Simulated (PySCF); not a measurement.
Two structures of BSiH6F, singlet, reached by relaxing down either side of one saddle point (PBE0-D4/def2-TZVP). Energies are electronic, without zero-point energy. Computed with PySCF 2.14 with density fitting (its default auxiliary sets; JK sets also for MP2 and CCSD(T)) (basis: def2-TZVPP and def2-QZVPP); correlated methods freeze the cores. Extrapolation: Hartree–Fock as exp(−7.88 √X), correlation as X^−2.97. First:

```xyz
9
angstrom
B -1.0959 0.2763 -0.0805
Si 0.6250 -0.2176 0.8635
H -1.4479 1.4169 -0.0967
H -1.9116 -0.5745 -0.2747
H 0.5750 -0.0190 -1.5674
F -0.2862 0.2431 -1.8466
H 0.6412 -1.5125 1.5960
H 1.6152 -0.4081 -0.2808
H 1.2464 0.8226 1.7265
```

Second:

B1  (-1.738, 0.449, -0.649)
Si2  (1.397, -0.366, 0.535)
H3  (-1.747, 1.043, 0.391)
H4  (-1.765, -0.745, -0.739)
H5  (0.672, 0.360, -0.545)
F6  (-1.760, 1.154, -1.764)
H7  (0.410, -0.932, 1.486)
H8  (2.197, -1.456, -0.077)
H9  (2.289, 0.590, 1.235)
(Å)

(1) Which bonds change from the first to the second?

(2) Give the saddle point's structure and its height above each. (To be estimated.)

T1 diagnostic: at most 0.014. The end structure is not quite a true minimum (one mode of 48i cm⁻¹).

## Answers

(1) BSiH₅ ([BH2][SiH3]) + HF → BH₂F ([BH2][F]) + SiH₄; bonds formed: B1–F6, Si2–H5; bonds broken: B1–Si2, H5–F6.

(2) The calculation gives: 0.684 eV above the first and 2.264 eV above the second (CCSD(T) at an estimated basis limit (MP2 extrapolated from triple and quadruple zeta, plus CCSD(T) − MP2 in triple zeta)).
```
9
angstrom
B -1.0216 0.1826 -0.2522
Si 0.8867 -0.3457 0.5161
H -1.5190 0.9319 0.5309
H -1.5616 -0.8287 -0.5802
H 0.1454 0.6348 -1.0145
F -0.6747 1.0395 -1.6238
H 0.2703 -1.0635 1.6638
H 1.7177 -1.2969 -0.2690
H 1.7566 0.7459 1.0289
```

Steps of this kind, hydrogen fluoride cutting a network bond, underlie vapour etching and the fluorination step of atomic layer etching.

Labels in which every atom is bracketed show which atoms are joined, not bond orders.

For scale, one of the runs: CCSD(T)/def2-TZVPP, 188 basis functions, launched by `OMP_NUM_THREADS=4 python run.py`. Hardware: 4 CPU threads of an Arm Neoverse V2, shared host. Wall time 4 min; peak host memory 1.9 GiB.
